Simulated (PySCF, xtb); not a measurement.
CHO, SMILES O=[CH] (connectivity only; charge and spin as stated), charge +1, multiplicity 1.

GFN2-xTB run with xtb at its own geometry gives an orbital gap of 7.20 eV.

Coordinates come from a r2SCAN-D4/def2-TZVPD optimisation. The isomer is the one that the SMILES or the coordinates give; other isomers of the formula were not compared.

**Question.** What does ωB97X/def2-TZVPD run with PySCF give? (An estimate is asked for; the answer gives what the named calculation found.)

**Answer.** gap 17.88 eV (levels -25.43 and -7.54 eV).
